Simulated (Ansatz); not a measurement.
The reference is Cu in the fcc (Cu type) structure (space group Fm-3m, No. 225; a = 3.5634 Å).

All numbers come from PBEsol (Ansatz, a quantum-chemistry and plane-wave program, PAW, no SOC), earlier PAW set.

The change: full substitution Cu → Pd; the structure is relaxed again.

Measured lattice parameter a: Cu 3.595 Å (static lattice; corrected from measurement; as listed in Gábor I. Csonka et al., Physical Review B (2009)); Pd 3.876 Å (static lattice; corrected from measurement; as listed in Daniel Mejia-Rodriguez, S. B. Trickey, Phys. Rev. B (2018)).

How well does PBEsol reproduce the measured shift?

With PBEsol the lattice parameter a moves by +0.312 Å (3.563 → 3.876) against +0.281 Å measured.

Whether these cells are dynamically stable was not tested. The final runs are not spin-polarised. Pd lies near a magnetic instability that expansion can trigger; it was not tested.
